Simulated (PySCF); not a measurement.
For 3C-SiC, PBE (GTH pseudopotentials, Gaussian basis; PySCF) gives:

lattice parameter a: 4.384 Å
bulk modulus: 213 GPa
cohesive energy: 6.37 eV/atom

Q: What does MP2 (PySCF, GTH pseudopotentials, Gaussian basis) give for the same quantities?

A: 
- lattice constant a: 4.347 Å (falls by 0.8 %)
- bulk modulus: 233 GPa (grows by 9.4 %)
- cohesive energy: 7.02 eV/atom (goes up by 0.65 eV/atom)

For comparison: lattice constant a 4.346 Å (measured, static lattice: zero-point anharmonic expansion removed, our sources range from 4.341 to 4.348; as tabulated in Mejia-Rodriguez and Trickey (2018), arXiv:1807.09216); bulk modulus 229 GPa (measured, 0 K value with the zero-point phonon effect removed; as tabulated in Mejia-Rodriguez and Trickey (2018), arXiv:1807.09216); cohesive energy 6.48 eV/atom (measured, static lattice: zero-point vibration energy added; as tabulated in Mejia-Rodriguez and Trickey (2018), arXiv:1807.09216).

Changes are worked out from the printed values.

Unless a cell is named, each level is at its own relaxed cell (PBE 10.54, MP2 10.27 Å³/atom).
